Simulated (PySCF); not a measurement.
One of the candidates below gave these computed data.

| technique | computed result |
| --- | --- |
| 1H NMR | chemical shifts (computed TMS as zero) by class: 1.36 (9 H) ppm [GIAO PBE0/pcSseg-1] |
| Dipole | 1.90 D [PBE0/pcSseg-1] |
| NMR, other nuclei | isotropic shieldings of nuclei other than C and H, by class: 345 (1 F) ppm [GIAO PBE0/pcSseg-1] |
| 13C NMR | chemical shifts (computed TMS as zero) by class: 94.1 (1 C), 30.5 (3 C) ppm [GIAO PBE0/pcSseg-1] |
| Couplings | largest of the computed one-bond spin–spin couplings (means over like bonds): 19F–13C -220.6, 13C–1H +132.7 (×9), 13C–13C +39.9 (×3) Hz [B3LYP/pcJ-1, spin–dipole term left out for some pairs] |
| Rotational structure | rotational constants A, B, C: 4.728, 4.727, 4.533 GHz [GFN2-xTB] |

Electronic properties: PySCF, gas phase, density fitting. Levels stand in brackets. Geometry: GFN2-xTB; no solvent, vibrations or thermal averaging. Each NMR value is the plain mean over a class of atoms that symmetry, rotation or inversion makes alike.

Question: Which candidate is it?
A. `CC(C)CF`
B. `CC(C)(C)F`
C. `CC[C@H](C)F`
D. `CCCCF`

Answer: B. It is `CC(C)(C)F`. Numbering: `[CH3:1][C:2]([CH3:3])([CH3:4])[F:5]`. Its formula, C4H9F, gives 0 degrees of unsaturation, so no ring and no π bond. 4 carbons fall into 2 classes; from least to most shielded: sp3 C–F carbon [C2] (94.1 ppm), methyl carbon [C1/C3/C4] (30.5 ppm, 3 C). All hydrogens form one class (1.36 ppm): methyl hydrogen. The other shieldings belong to: 345 ppm, alkyl fluorine [F5]. The couplings run between: -220.6 Hz, alkyl fluorine [F5] and sp3 C–F carbon [C2]; +132.7 Hz, methyl carbon [C1] and its hydrogen (with 8 like pairs); +39.9 Hz, methyl carbon [C1] and sp3 C–F carbon [C2] (with 2 like pairs). The optimised geometry has point group C3v and is an oblate symmetric top (the spread among constants that symmetry makes equal is optimisation noise).

The others, at the same levels:
- `CCCCF` fails: it has 4 carbon classes against 2; its computed 13C shifts are 87.4 (1 C), 38.4 (1 C), 24.6 (1 C), 17.0 (1 C) ppm and 1H shifts are 4.77 (2 H), 1.56 (2 H), 1.46 (2 H), 1.08 (3 H) ppm.
- `CC(C)CF` fails: it has 3 carbon classes against 2; its computed 13C shifts are 92.9 (1 C), 33.9 (1 C), 20.0 (2 C) ppm and 1H shifts are 4.43 (2 H), 1.88 (1 H), 0.95 (6 H) ppm.
- `CC[C@H](C)F` fails: it has 4 carbon classes against 2; its computed 13C shifts are 94.7 (1 C), 35.1 (1 C), 24.6 (1 C), 13.1 (1 C) ppm and 1H shifts are 4.55 (1 H), 1.57 (1 H), 1.35 (3 H), 1.28 (1 H), 1.18 (3 H) ppm.

Each candidate is one conformer, not necessarily the lowest. The conformers computed, where there is a choice (atom-mapped SMILES and torsion angles):
- `[CH3:1][CH2:2][CH2:3][CH2:4][F:5]`: C1–C2–C3–C4 180°, C2–C3–C4–F5 -66°
- `[CH3:1][CH:2]([CH3:3])[CH2:4][F:5]`: C1–C2–C4–F5 65°
- `[CH3:1][CH2:2][C@H:3]([CH3:4])[F:5]`: C1–C2–C3–C4 -177°
